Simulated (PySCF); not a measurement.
# AlH₅Se, a complex of two parts: interaction energy, part 3 of 3

PySCF 2.14.0. Atoms count from 0, parts from 1. Earlier steps stand in the parts before.

### Step 8. Coupled-cluster interaction energy: CCSD(T) and MP2, 2.40 Å

The job: settings as JSON, then the geometry in Å.

```
{"job": {"kind": "intercc", "basis": "aug-cc-pVDZ", "basis_mid": "aug-cc-pVTZ", "basis_large": "aug-cc-pVQZ"}, "charge": 0, "multiplicity": 1, "parts": [{"atoms": "0-3", "charge": 0, "multiplicity": 1}, {"atoms": "4-6", "charge": 0, "multiplicity": 1}]}
Al     0.093680     0.154012     0.211252
H      1.561661     0.435572    -0.346316
H     -0.895231     1.388543     0.425963
H     -0.522957    -1.308131     0.044440
Se     0.627616    -0.095949     2.542578
H      1.505432     1.078198     2.636691
H      1.778341    -0.989553     2.354107
```

With the program's defaults for keys left out, this is: CCSD(T)/aug-cc-pVDZ and MP2/aug-cc-pVTZ, aug-cc-pVQZ counterpoise interaction energy, frozen core, gas phase.

The log of the run:

```text
part 1, own basis, geometry of the cluster: E = -243.6410703583 (as before)

part 2, own basis, geometry of the cluster: E = -2401.0489797677 (as before)

part 1, own basis, relaxed alone: E = -243.6444555970 (as before)

part 2, own basis, relaxed alone: E = -2401.0489940088 (as before)

cluster
final grid: 7176 points
cycle   1  E = -2644.6880221123  dE = -4.397e-02  |g| = 9.685e-02  |ddm| = 1.664e+00
cycle   2  E = -2644.6929815999  dE = -4.959e-03  |g| = 3.149e-02  |ddm| = 4.146e-01
cycle   3  E = -2644.6937721303  dE = -7.905e-04  |g| = 1.355e-02  |ddm| = 1.347e-01
cycle   4  E = -2644.6939324378  dE = -1.603e-04  |g| = 2.067e-03  |ddm| = 7.517e-02
cycle   5  E = -2644.6939366088  dE = -4.171e-06  |g| = 5.789e-04  |ddm| = 9.971e-03
cycle   6  E = -2644.6939368242  dE = -2.154e-07  |g| = 1.815e-04  |ddm| = 2.109e-03
cycle   7  E = -2644.6939368501  dE = -2.596e-08  |g| = 5.149e-05  |ddm| = 7.136e-04
cycle   8  E = -2644.6939368522  dE = -2.078e-09  |g| = 1.137e-05  |ddm| = 2.360e-04
cycle   9  E = -2644.6939368524  dE = -1.628e-10  |g| = 2.166e-06  |ddm| = 7.374e-05
converged SCF energy = -2644.6939368524

part 1 in the basis of the cluster
final grid: 7176 points
cycle   1  E = -243.6411482091  dE = -7.812e-05  |g| = 1.662e-03  |ddm| = 3.986e-01
cycle   2  E = -243.6411494050  dE = -1.196e-06  |g| = 2.417e-04  |ddm| = 4.941e-02
cycle   3  E = -243.6411494412  dE = -3.616e-08  |g| = 2.368e-05  |ddm| = 8.056e-03
cycle   4  E = -243.6411494416  dE = -4.303e-10  |g| = 3.502e-06  |ddm| = 4.512e-04
converged SCF energy = -243.6411494416

part 2 in the basis of the cluster
final grid: 7176 points
cycle   1  E = -2401.0490400692  dE = -6.471e-05  |g| = 1.653e-03  |ddm| = 3.031e-01
cycle   2  E = -2401.0490411237  dE = -1.055e-06  |g| = 3.434e-04  |ddm| = 4.755e-02
cycle   3  E = -2401.0490411629  dE = -3.912e-08  |g| = 1.249e-04  |ddm| = 9.029e-03
cycle   4  E = -2401.0490411655  dE = -2.634e-09  |g| = 1.494e-05  |ddm| = 1.662e-03
cycle   5  E = -2401.0490411657  dE = -1.578e-10  |g| = 3.142e-06  |ddm| = 3.359e-04
converged SCF energy = -2401.0490411657

Interaction energy (kcal/mol)
  counterpoise       -9.009
  uncorrected       -11.541
  dispersion part     0.000
  deformation         2.028
  binding            -6.982

Decomposition of the uncorrected value (kcal/mol)
  electrostatic     -44.222
  Pauli              73.081
  orbital           -31.301
  dispersion          0.000
  correlation        -9.099

Charge of each part in the cluster: -0.085 0.085
part 1, own basis, geometry of the cluster: E = -243.6446693215 (as before)

part 2, own basis, geometry of the cluster: E = -2401.0523077620 (as before)

part 1, own basis, relaxed alone: E = -243.6480831537 (as before)

part 2, own basis, relaxed alone: E = -2401.0523250698 (as before)

cluster
final grid: 7176 points
cycle   1  E = -2644.6952427986  dE = -4.402e-02  |g| = 1.040e-01  |ddm| = 1.840e+00
cycle   2  E = -2644.7002584020  dE = -5.016e-03  |g| = 3.366e-02  |ddm| = 4.233e-01
cycle   3  E = -2644.7010422758  dE = -7.839e-04  |g| = 1.469e-02  |ddm| = 1.422e-01
cycle   4  E = -2644.7012293981  dE = -1.871e-04  |g| = 2.107e-03  |ddm| = 8.819e-02
cycle   5  E = -2644.7012338861  dE = -4.488e-06  |g| = 4.502e-04  |ddm| = 1.183e-02
cycle   6  E = -2644.7012340627  dE = -1.766e-07  |g| = 1.465e-04  |ddm| = 3.350e-03
cycle   7  E = -2644.7012340808  dE = -1.810e-08  |g| = 3.795e-05  |ddm| = 8.031e-04
cycle   8  E = -2644.7012340819  dE = -1.080e-09  |g| = 1.339e-05  |ddm| = 1.875e-04
cycle   9  E = -2644.7012340820  dE = -1.037e-10  |g| = 3.166e-06  |ddm| = 6.706e-05
converged SCF energy = -2644.7012340820

part 1 in the basis of the cluster
final grid: 7176 points
cycle   1  E = -243.6447344878  dE = -6.457e-05  |g| = 1.851e-03  |ddm| = 5.586e-01
cycle   2  E = -243.6447350656  dE = -5.778e-07  |g| = 2.359e-04  |ddm| = 4.910e-02
cycle   3  E = -243.6447350771  dE = -1.151e-08  |g| = 4.290e-05  |ddm| = 6.571e-03
cycle   4  E = -243.6447350774  dE = -3.197e-10  |g| = 5.705e-06  |ddm| = 1.051e-03
converged SCF energy = -243.6447350774

part 2 in the basis of the cluster
final grid: 7176 points
cycle   1  E = -2401.0523181602  dE = -1.320e-05  |g| = 6.277e-04  |ddm| = 2.121e-01
cycle   2  E = -2401.0523183192  dE = -1.590e-07  |g| = 8.423e-05  |ddm| = 2.702e-02
cycle   3  E = -2401.0523183241  dE = -4.844e-09  |g| = 1.116e-05  |ddm| = 5.155e-03
cycle   4  E = -2401.0523183242  dE = -1.037e-10  |g| = 3.504e-06  |ddm| = 4.445e-04
converged SCF energy = -2401.0523183242

Interaction energy (kcal/mol)
  counterpoise      -10.178
  uncorrected       -12.364
  dispersion part     0.000
  deformation         2.054
  binding            -8.124

Decomposition of the uncorrected value (kcal/mol)
  electrostatic     -44.315
  Pauli              73.025
  orbital           -31.383
  dispersion          0.000
  correlation        -9.691

Charge of each part in the cluster: -0.084 0.084
part 1 in the basis of the cluster: E(HF) = -243.629361003  E2 = -0.081669112  E(CCSD corr) = -0.107065530  (T) = -0.001343657
part 2 in the basis of the cluster: E(HF) = -2400.975295526  E2 = -0.158818617  E(CCSD corr) = -0.179320142  (T) = -0.005217598
cluster: E(HF) = -2644.605856717  E2 = -0.247720790  E(CCSD corr) = -0.291635892  (T) = -0.007549253

Counterpoise interaction energy (kcal/mol)
  hf_small                  -0.753
  mp2_small                 -5.292
  ccsd_small                -4.048
  ccsdt_small               -4.668
  hf_large                  -2.623
  mp2_large                -10.178
  hf_middle                 -2.351
  mp2_middle                -9.009
  scs_mp2_large             -8.341
  mp2_limit                -10.832
  ccsdt_less_mp2             0.624
  ccsdt_limit_estimate     -10.208
  bsse_mp2_large             2.186
```

It took 3.5 min on 1 thread of Arm Neoverse N1, shared host; peak memory 1.5 GiB.

Contacts at this geometry (a selection, picked against the atoms' radii; other short pairs can be missing):

```csv
atoms,distance (Å),kind (by distance and angle),angle (°)
Al0···Se4,2.40,bonding distance,–
```

Differences are taken before rounding.

```csv
method,interaction energy (kcal/mol),"from CCSD(T), limit estimate (kcal/mol)"
HF/aug-cc-pVDZ,-0.75,+9.45
MP2/aug-cc-pVDZ,-5.29,+4.92
CCSD/aug-cc-pVDZ,-4.05,+6.16
CCSD(T)/aug-cc-pVDZ,-4.67,+5.54
HF/aug-cc-pVQZ,-2.62,+7.58
MP2/aug-cc-pVQZ,-10.18,+0.03
SCS-MP2/aug-cc-pVQZ,-8.34,+1.87
"MP2, extrapolated",-10.83,-0.62
"CCSD(T), limit estimate",-10.21,0
```

These energies keep the parts at their geometry in the cluster; deforming them to it costs 2.05 kcal/mol (MP2).

### Step 9. Coupled-cluster interaction energy: CCSD(T) and MP2, 4.01 Å

The job, as its differences from that of step 8:

```diff
@@ -5,4 +5,4 @@
 H     -0.522957    -1.308131     0.044440
-Se     0.627616    -0.095949     2.542578
-H      1.505432     1.078198     2.636691
-H      1.778341    -0.989553     2.354107
+Se     0.983573    -0.262589     4.096795
+H      1.861389     0.911558     4.190908
+H      2.134298    -1.156193     3.908324
```

Level: CCSD(T)/aug-cc-pVDZ and MP2/aug-cc-pVTZ, aug-cc-pVQZ counterpoise interaction energy, frozen core, gas phase.

The log of the run:

```text
part 1, own basis, geometry of the cluster: E = -243.6410703583 (as before)

part 2, own basis, geometry of the cluster: E = -2401.0489797677 (as before)

part 1, own basis, relaxed alone: E = -243.6444555970 (as before)

part 2, own basis, relaxed alone: E = -2401.0489940088 (as before)

cluster
final grid: 7176 points
cycle   1  E = -2644.6949173076  dE = -1.566e-03  |g| = 1.482e-02  |ddm| = 4.050e-01
cycle   2  E = -2644.6951139693  dE = -1.967e-04  |g| = 5.282e-03  |ddm| = 7.747e-02
cycle   3  E = -2644.6951491237  dE = -3.515e-05  |g| = 1.807e-03  |ddm| = 2.216e-02
cycle   4  E = -2644.6951529995  dE = -3.876e-06  |g| = 2.752e-04  |ddm| = 8.142e-03
cycle   5  E = -2644.6951530687  dE = -6.919e-08  |g| = 5.618e-05  |ddm| = 2.321e-03
cycle   6  E = -2644.6951530707  dE = -1.950e-09  |g| = 2.096e-05  |ddm| = 1.977e-04
cycle   7  E = -2644.6951530709  dE = -2.537e-10  |g| = 5.065e-06  |ddm| = 1.098e-04
converged SCF energy = -2644.6951530709

part 1 in the basis of the cluster
final grid: 7176 points
cycle   1  E = -243.6410850646  dE = -1.471e-05  |g| = 6.616e-04  |ddm| = 1.141e-01
cycle   2  E = -243.6410852729  dE = -2.083e-07  |g| = 8.980e-05  |ddm| = 1.397e-02
cycle   3  E = -243.6410852780  dE = -5.105e-09  |g| = 6.536e-06  |ddm| = 2.314e-03
cycle   4  E = -243.6410852781  dE = -3.604e-11  |g| = 6.777e-07  |ddm| = 1.435e-04
converged SCF energy = -243.6410852781

part 2 in the basis of the cluster
final grid: 7176 points
cycle   1  E = -2401.0490075503  dE = -3.041e-05  |g| = 1.067e-03  |ddm| = 2.252e-01
cycle   2  E = -2401.0490081464  dE = -5.962e-07  |g| = 1.886e-04  |ddm| = 3.162e-02
cycle   3  E = -2401.0490081692  dE = -2.277e-08  |g| = 3.934e-05  |ddm| = 5.929e-03
cycle   4  E = -2401.0490081696  dE = -4.075e-10  |g| = 1.062e-05  |ddm| = 2.822e-04
converged SCF energy = -2401.0490081696

Interaction energy (kcal/mol)
  counterpoise       -4.070
  uncorrected        -4.636
  dispersion part     0.000
  deformation         2.028
  binding            -2.043

Decomposition of the uncorrected value (kcal/mol)
  electrostatic      -2.937
  Pauli               0.863
  orbital            -1.131
  dispersion          0.000
  correlation        -1.432

Charge of each part in the cluster: -0.013 0.013
part 1, own basis, geometry of the cluster: E = -243.6446693215 (as before)

part 2, own basis, geometry of the cluster: E = -2401.0523077620 (as before)

part 1, own basis, relaxed alone: E = -243.6480831537 (as before)

part 2, own basis, relaxed alone: E = -2401.0523250698 (as before)

cluster
final grid: 7176 points
cycle   1  E = -2644.7018265879  dE = -1.599e-03  |g| = 1.568e-02  |ddm| = 3.040e-01
cycle   2  E = -2644.7020332114  dE = -2.066e-04  |g| = 5.620e-03  |ddm| = 6.377e-02
cycle   3  E = -2644.7020690362  dE = -3.582e-05  |g| = 2.091e-03  |ddm| = 2.462e-02
cycle   4  E = -2644.7020743042  dE = -5.268e-06  |g| = 3.023e-04  |ddm| = 1.083e-02
cycle   5  E = -2644.7020743839  dE = -7.964e-08  |g| = 5.665e-05  |ddm| = 1.835e-03
cycle   6  E = -2644.7020743859  dE = -2.075e-09  |g| = 2.209e-05  |ddm| = 3.247e-04
cycle   7  E = -2644.7020743862  dE = -2.160e-10  |g| = 6.340e-06  |ddm| = 8.984e-05
converged SCF energy = -2644.7020743862

part 1 in the basis of the cluster
final grid: 7176 points
cycle   1  E = -243.6446859700  dE = -1.696e-05  |g| = 6.610e-04  |ddm| = 2.143e-01
cycle   2  E = -243.6446860931  dE = -1.231e-07  |g| = 7.462e-05  |ddm| = 1.761e-02
cycle   3  E = -243.6446860952  dE = -2.136e-09  |g| = 1.139e-05  |ddm| = 2.022e-03
cycle   4  E = -243.6446860952  dE = -2.916e-11  |g| = 1.687e-06  |ddm| = 2.765e-04
converged SCF energy = -243.6446860952

part 2 in the basis of the cluster
final grid: 7176 points
cycle   1  E = -2401.0523107660  dE = -4.755e-06  |g| = 3.781e-04  |ddm| = 1.233e-01
cycle   2  E = -2401.0523108519  dE = -8.585e-08  |g| = 5.949e-05  |ddm| = 1.626e-02
cycle   3  E = -2401.0523108547  dE = -2.788e-09  |g| = 5.679e-06  |ddm| = 2.821e-03
cycle   4  E = -2401.0523108547  dE = -4.138e-11  |g| = 1.273e-06  |ddm| = 1.115e-04
converged SCF energy = -2401.0523108547

Interaction energy (kcal/mol)
  counterpoise       -4.113
  uncorrected        -4.524
  dispersion part     0.000
  deformation         2.054
  binding            -2.058

Decomposition of the uncorrected value (kcal/mol)
  electrostatic      -2.918
  Pauli               0.877
  orbital            -1.159
  dispersion          0.000
  correlation        -1.324

Charge of each part in the cluster: -0.013 0.013
part 1 in the basis of the cluster: E(HF) = -243.629198107  E2 = -0.081169119  E(CCSD corr) = -0.106588324  (T) = -0.001311475
part 2 in the basis of the cluster: E(HF) = -2400.974793851  E2 = -0.156587369  E(CCSD corr) = -0.177064212  (T) = -0.005030538
cluster: E(HF) = -2644.609272153  E2 = -0.239031571  E(CCSD corr) = -0.284621480  (T) = -0.006561870

Counterpoise interaction energy (kcal/mol)
  hf_small                  -3.313
  mp2_small                 -4.114
  ccsd_small                -3.921
  ccsdt_small               -4.059
  hf_large                  -3.186
  mp2_large                 -4.113
  hf_middle                 -3.175
  mp2_middle                -4.070
  scs_mp2_large             -3.854
  mp2_limit                 -4.136
  ccsdt_less_mp2             0.054
  ccsdt_limit_estimate      -4.082
  bsse_mp2_large             0.411
```

Run time: 3.4 min. Hardware: 1 thread of Arm Neoverse N1, shared host; peak memory 1.5 GiB.

Contacts at this geometry (a selection, picked against the atoms' radii; other short pairs can be missing):

```csv
atoms,distance (Å),kind (by distance and angle),angle (°)
Al0···Se4,4.01,at van der Waals distance,–
```

Differences are taken before rounding.

```csv
method,interaction energy (kcal/mol),"from CCSD(T), limit estimate (kcal/mol)"
HF/aug-cc-pVDZ,-3.31,+0.77
MP2/aug-cc-pVDZ,-4.11,-0.03
CCSD/aug-cc-pVDZ,-3.92,+0.16
CCSD(T)/aug-cc-pVDZ,-4.06,+0.02
HF/aug-cc-pVQZ,-3.19,+0.90
MP2/aug-cc-pVQZ,-4.11,-0.03
SCS-MP2/aug-cc-pVQZ,-3.85,+0.23
"MP2, extrapolated",-4.14,-0.05
"CCSD(T), limit estimate",-4.08,0
```

These energies keep the parts at their geometry in the cluster; deforming them to it costs 2.05 kcal/mol (MP2).

### Step 10. Coupled-cluster interaction energy: CCSD(T) and MP2, 5.34 Å

The job, as its differences from that of step 9:

```diff
@@ -5,4 +5,4 @@
 H     -0.522957    -1.308131     0.044440
-Se     0.983573    -0.262589     4.096795
-H      1.861389     0.911558     4.190908
-H      2.134298    -1.156193     3.908324
+Se     1.280204    -0.401456     5.391976
+H      2.158020     0.772691     5.486089
+H      2.430929    -1.295060     5.203505
```

Level: CCSD(T)/aug-cc-pVDZ and MP2/aug-cc-pVTZ, aug-cc-pVQZ counterpoise interaction energy, frozen core, gas phase.

The log of the run:

```text
part 1, own basis, geometry of the cluster: E = -243.6410703583 (as before)

part 2, own basis, geometry of the cluster: E = -2401.0489797677 (as before)

part 1, own basis, relaxed alone: E = -243.6444555970 (as before)

part 2, own basis, relaxed alone: E = -2401.0489940088 (as before)

cluster
final grid: 7176 points
cycle   1  E = -2644.6913459400  dE = -1.311e-04  |g| = 4.111e-03  |ddm| = 7.484e-02
cycle   2  E = -2644.6913589232  dE = -1.298e-05  |g| = 1.304e-03  |ddm| = 1.717e-02
cycle   3  E = -2644.6913608395  dE = -1.916e-06  |g| = 4.761e-04  |ddm| = 6.017e-03
cycle   4  E = -2644.6913611174  dE = -2.778e-07  |g| = 8.452e-05  |ddm| = 2.976e-03
cycle   5  E = -2644.6913611219  dE = -4.486e-09  |g| = 2.824e-05  |ddm| = 2.541e-04
cycle   6  E = -2644.6913611223  dE = -4.643e-10  |g| = 3.962e-06  |ddm| = 9.497e-05
converged SCF energy = -2644.6913611223

part 1 in the basis of the cluster
final grid: 7176 points
cycle   1  E = -243.6410735024  dE = -2.907e-06  |g| = 2.149e-04  |ddm| = 3.169e-02
cycle   2  E = -243.6410735290  dE = -2.668e-08  |g| = 2.588e-05  |ddm| = 2.796e-03
cycle   3  E = -243.6410735296  dE = -5.827e-10  |g| = 2.173e-06  |ddm| = 3.718e-04
converged SCF energy = -243.6410735296

part 2 in the basis of the cluster
final grid: 7176 points
cycle   1  E = -2401.0489869480  dE = -8.549e-06  |g| = 4.587e-04  |ddm| = 6.660e-02
cycle   2  E = -2401.0489870799  dE = -1.320e-07  |g| = 7.205e-05  |ddm| = 1.049e-02
cycle   3  E = -2401.0489870841  dE = -4.185e-09  |g| = 1.325e-05  |ddm| = 2.269e-03
cycle   4  E = -2401.0489870842  dE = -5.548e-11  |g| = 3.853e-06  |ddm| = 1.728e-04
converged SCF energy = -2401.0489870842

Interaction energy (kcal/mol)
  counterpoise       -0.948
  uncorrected        -1.134
  dispersion part     0.000
  deformation         2.028
  binding             1.080

Decomposition of the uncorrected value (kcal/mol)
  electrostatic      -0.748
  Pauli               0.017
  orbital            -0.092
  dispersion          0.000
  correlation        -0.310

Charge of each part in the cluster: -0.001 0.001
part 1, own basis, geometry of the cluster: E = -243.6446693215 (as before)

part 2, own basis, geometry of the cluster: E = -2401.0523077620 (as before)

part 1, own basis, relaxed alone: E = -243.6480831537 (as before)

part 2, own basis, relaxed alone: E = -2401.0523250698 (as before)

cluster
final grid: 7176 points
cycle   1  E = -2644.6982623306  dE = -1.284e-04  |g| = 4.400e-03  |ddm| = 1.333e-01
cycle   2  E = -2644.6982753863  dE = -1.306e-05  |g| = 1.416e-03  |ddm| = 2.241e-02
cycle   3  E = -2644.6982772598  dE = -1.873e-06  |g| = 5.366e-04  |ddm| = 6.614e-03
cycle   4  E = -2644.6982776152  dE = -3.554e-07  |g| = 1.072e-04  |ddm| = 3.371e-03
cycle   5  E = -2644.6982776205  dE = -5.314e-09  |g| = 3.654e-05  |ddm| = 4.145e-04
cycle   6  E = -2644.6982776212  dE = -7.021e-10  |g| = 4.636e-06  |ddm| = 1.830e-04
converged SCF energy = -2644.6982776212

part 1 in the basis of the cluster
final grid: 7176 points
cycle   1  E = -243.6446757607  dE = -6.281e-06  |g| = 3.463e-04  |ddm| = 1.066e-01
cycle   2  E = -243.6446758026  dE = -4.185e-08  |g| = 3.974e-05  |ddm| = 7.983e-03
cycle   3  E = -243.6446758034  dE = -7.909e-10  |g| = 5.238e-06  |ddm| = 9.662e-04
converged SCF energy = -243.6446758034

part 2 in the basis of the cluster
final grid: 7176 points
cycle   1  E = -2401.0523091951  dE = -2.398e-06  |g| = 2.658e-04  |ddm| = 5.999e-02
cycle   2  E = -2401.0523092413  dE = -4.616e-08  |g| = 4.305e-05  |ddm| = 9.046e-03
cycle   3  E = -2401.0523092428  dE = -1.525e-09  |g| = 3.772e-06  |ddm| = 1.787e-03
cycle   4  E = -2401.0523092428  dE = -7.276e-12  |g| = 9.168e-07  |ddm| = 8.558e-05
converged SCF energy = -2401.0523092428

Interaction energy (kcal/mol)
  counterpoise       -0.943
  uncorrected        -1.067
  dispersion part     0.000
  deformation         2.054
  binding             1.111

Decomposition of the uncorrected value (kcal/mol)
  electrostatic      -0.743
  Pauli               0.016
  orbital            -0.090
  dispersion          0.000
  correlation        -0.250

Charge of each part in the cluster: -0.001 0.001
part 1 in the basis of the cluster: E(HF) = -243.629152621  E2 = -0.081098079  E(CCSD corr) = -0.106510544  (T) = -0.001308863
part 2 in the basis of the cluster: E(HF) = -2400.974660472  E2 = -0.156069250  E(CCSD corr) = -0.176560203  (T) = -0.004993225
cluster: E(HF) = -2644.605183352  E2 = -0.237367252  E(CCSD corr) = -0.283193815  (T) = -0.006334365

Counterpoise interaction energy (kcal/mol)
  hf_small                  -0.860
  mp2_small                 -0.985
  ccsd_small                -0.937
  ccsdt_small               -0.957
  hf_large                  -0.811
  mp2_large                 -0.943
  hf_middle                 -0.816
  mp2_middle                -0.948
  scs_mp2_large             -0.895
  mp2_limit                 -0.944
  ccsdt_less_mp2             0.028
  ccsdt_limit_estimate      -0.916
  bsse_mp2_large             0.124
```

Run time: 3.3 min. Hardware: 1 thread of Arm Neoverse N1, shared host; peak memory 1.7 GiB.

Contacts at this geometry (a selection, picked against the atoms' radii; other short pairs can be missing):

```csv
atoms,distance (Å),kind (by distance and angle),angle (°)
Al0···Se4,5.34,beyond van der Waals contact,–
```

Differences are taken before rounding.

```csv
method,interaction energy (kcal/mol),"from CCSD(T), limit estimate (kcal/mol)"
HF/aug-cc-pVDZ,-0.86,+0.06
MP2/aug-cc-pVDZ,-0.99,-0.07
CCSD/aug-cc-pVDZ,-0.94,-0.02
CCSD(T)/aug-cc-pVDZ,-0.96,-0.04
HF/aug-cc-pVQZ,-0.81,+0.10
MP2/aug-cc-pVQZ,-0.94,-0.03
SCS-MP2/aug-cc-pVQZ,-0.90,+0.02
"MP2, extrapolated",-0.94,-0.03
"CCSD(T), limit estimate",-0.92,0
```

These energies keep the parts at their geometry in the cluster; deforming them to it costs 2.05 kcal/mol (MP2).

### Step 11. The curve

Counterpoise interaction energies (kcal/mol):

```csv
Al0···Se4 (Å),HF,MP2 limit,CCSD(T) estimate,time
2.40,-2.62,-10.83,-10.21,3.5 min
2.54,-7.03,-14.02,-13.54,3.5 min
2.67,-8.96,-14.92,-14.56,3.6 min
2.81,-9.45,-14.53,-14.26,3.5 min
2.94,-9.15,-13.45,-13.25,3.5 min
3.34,-6.67,-9.20,-9.10,3.4 min
4.01,-3.19,-4.14,-4.08,3.4 min
5.34,-0.81,-0.94,-0.92,3.3 min
```

### Step 12. Results

This closing draws on all 3 parts.

| quantity | value |
| --- | --- |
| point group | Cs |
| rotational constants (main isotopes) | 42.69, 3.06, 3.05 GHz |
| CCSD(T) estimate at 2.40 Å | -10.21 kcal/mol |
| CCSD(T) estimate at 2.54 Å | -13.54 kcal/mol |
| CCSD(T) estimate at 2.67 Å | -14.56 kcal/mol |
| CCSD(T) estimate at 2.81 Å | -14.26 kcal/mol |
| CCSD(T) estimate at 2.94 Å | -13.25 kcal/mol |
| CCSD(T) estimate at 3.34 Å | -9.10 kcal/mol |
| CCSD(T) estimate at 4.01 Å | -4.08 kcal/mol |
| CCSD(T) estimate at 5.34 Å | -0.92 kcal/mol |

In words: The optimisation took 4 steps and gained 0.073 eV; among the close pairs (by a distance rule), Al0–Se4 changed most, from 2.585 to 2.672 Å. Along the rigid scan the CCSD(T) estimate is lowest at 2.67 Å (-14.56 kcal/mol), where MP2 at the limit misses it by -0.36 and Hartree-Fock by +5.61.
